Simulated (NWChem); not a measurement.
# doublet C2H2S−: levels of theory compared

Wanted: a comparison of 4 runs (UHF/STO-3G, UHF/3-21G, UB3LYP/6-31G*) of doublet C2H2S−. 

Program for the calculation: NWChem 7.3.0.

69 further runs of the same task are left out: 69 set aside as unsound or not needed.

## Step 1: Starting point

C2H2S− has 5 atoms, charge -1, and is taken as a doublet. SMILES of the parent species: `C#CS`. Geometry: relaxed at PBE0-D4/def2-TZVP. That shape belongs to the parent species and isn't relaxed for this state.

Bond lengths: C1–C2 1.204 Å, C2–S3 1.679 Å, C1–H4 1.064 Å, S3–H5 1.346 Å. Angles: C1–C2–S3 175.2°, C2–C1–H4 179.3°, C2–S3–H5 96.7°.

## Step 2: A single-point energy at UHF/STO-3G (run 1)

a.xyz reads:

```xyz
5

C     -1.196800    -0.342000     0.001900
C      0.000700    -0.223700     0.026100
S      1.678900    -0.197600     0.083400
H     -2.256800    -0.433400    -0.021800
H      1.823900     1.123100    -0.131000
```

a.nw reads:

```
echo
start a
memory total 2200 mb
charge -1

geometry noautosym nocenter noautoz
load a.xyz
end

basis "ao basis" spherical bse
* library STO-3G
end

scf
nopen 1
uhf
thresh 1e-08
maxiter 80
print medium
end

task scf energy
```

On the command line:

```
$ nwchem a.nw > a.out
```

The program printed:

```text
[...]
  functions       =    21
[...]
  wavefunction    = UHF
[...]
         Total SCF energy =   -468.702389541834
      One electron energy =   -816.001706282931
      Two electron energy =    268.299929443064
 Nuclear repulsion energy =     78.999387298033
                       Sz =      0.5000
                 Sz(Sz+1) =      0.7500
                      S^2 =      0.7829
[...]
```

It took 1.6 s on 1 thread of AMD EPYC 7B13 (Zen 3), shared host; peak memory 0.098 GiB.

## Step 3: The energy at UHF/3-21G (run 2)

c2h2s.nw reads:

```
start c2h2s
title "C2H2S energy"
memory stack 880 mb heap 220 mb global 1100 mb
charge -1

geometry units angstrom noautosym nocenter noautoz
   C     -1.196800    -0.342000     0.001900
   C      0.000700    -0.223700     0.026100
   S      1.678900    -0.197600     0.083400
   H     -2.256800    -0.433400    -0.021800
   H      1.823900     1.123100    -0.131000
end

basis "ao basis" spherical bse
   * library 3-21G
end

scf
   doublet
   uhf
   thresh 1e-08
   maxiter 80
end

task scf energy
```

On the command line:

```
$ nwchem c2h2s.nw > c2h2s.out
```

The program printed:

```text
[...]
  functions       =    35
[...]
  wavefunction    = UHF
[...]
         Total SCF energy =   -471.809996524892
      One electron energy =   -813.658568283233
      Two electron energy =    262.849184460308
 Nuclear repulsion energy =     78.999387298033
                       Sz =      0.5000
                 Sz(Sz+1) =      0.7500
                      S^2 =      0.8094
[...]
```

Run time: 2.2 s. Hardware: 1 thread of AMD EPYC 7B13 (Zen 3), shared host; peak memory 0.099 GiB.

Run 3 isn't shown in full; the table further down has it.

## Step 4: A single-point energy at UB3LYP/6-31G(d) (Cartesian functions) (run 4)

geom.nw reads:

```
start geom
memory stack 880 mb heap 220 mb global 1100 mb
charge -1

geometry units angstrom noautosym nocenter noautoz
  C       -1.196800      -0.342000       0.001900
  C        0.000700      -0.223700       0.026100
  S        1.678900      -0.197600       0.083400
  H       -2.256800      -0.433400      -0.021800
  H        1.823900       1.123100      -0.131000
end

basis cartesian
  * library 6-31G*
end

dft
  xc b3lyp
  mult 2
  grid xfine
  convergence energy 1e-08
  maxiter 100
  mulliken
  print medium
end

task dft energy
```

On the command line:

```
$ nwchem geom.nw > geom.out
```

The program printed:

```text
[...]
          Wavefunction type:  spin polarized.
          No. of atoms     :     5
          No. of electrons :    31
[...]
          Charge           :    -1
          Spin multiplicity:     2
[...]
          AO basis - number of functions:    53
[...]
              XC Information
              --------------
                         B3LYP Method XC Potential
                     Hartree-Fock (Exact) Exchange  0.200
                        Slater Exchange Functional  0.800 local
                    Becke 1988 Exchange Functional  0.720 non-local
              Lee-Yang-Parr Correlation Functional  0.810
                  VWN I RPA Correlation Functional  0.190 local
[...]
 d= 0,ls=0.0,diis     1   -475.2327387986 -5.54D+02  4.76D-02  3.62D-01     1.6
[...]
 d= 0,ls=0.0,diis    13   -475.4293174874 -6.36D-09  3.17D-06  4.06D-10    18.5
[...]
         Total DFT energy =     -475.429317487364
      One electron energy =     -817.144021914802
           Coulomb energy =      300.233507078631
    Exchange-Corr. energy =      -37.518189949226
 Nuclear repulsion energy =       78.999387298033
[...]
      Total Density - Mulliken Population Analysis
     ---------------------------------------------
    Atom       Charge   Shell Charges
 -----------   ------   -------------------------------------------------------
    1 C    6     6.41   1.99  0.67  2.06  0.61  1.09 -0.01
    2 C    6     6.08   1.99  0.70  2.00  0.64  0.74  0.00
    3 S   16    16.39   2.00  1.99  5.97  1.37  3.02  0.52  1.44  0.08
    4 H    1     0.95   0.52  0.43
    5 H    1     1.18   0.53  0.65
[...]
      <S2> =      0.7548 (Exact =     0.7500)
[...]
```

It took 19 s on 1 thread of AMD EPYC 7B13 (Zen 3), shared host; peak memory 0.12 GiB.

## Step 5: Overview of the runs

```tsv
run	level	iteration cap	module	energy (Eh)	HOMO energy (eV)	LUMO energy (eV)	⟨S²⟩	wall time
1	UHF/STO-3G	80	scf	-468.702390	8.47	19.84	0.783	1.6 s
2	UHF/3-21G	80	scf	-471.809997	3.05	11.76	0.809	2.2 s
3	UB3LYP/6-31G* (spherical functions)	100	dft	-475.424596	–	–	0.755	18 s
4	UB3LYP/6-31G* (Cartesian functions)	100	dft	-475.429317	4.73	7.04	0.755	19 s
```

## Step 6: Summary of results

| quantity | value |
| --- | --- |
| run 4: total energy | -475.42932 Eh |
| run 4: HOMO energy (highest over α and β) | 4.73 eV |
| run 4: LUMO energy (lowest over α and β) | 7.04 eV |
| run 4: ⟨S²⟩ | 0.755 |

**Reading.** In runs 1, 2, 4 the HOMO lies above zero, so the outermost electron may be held by the basis alone. In run 1 the basis is minimal, so the values are rough. All runs together took 41 s, the longest 19 s.
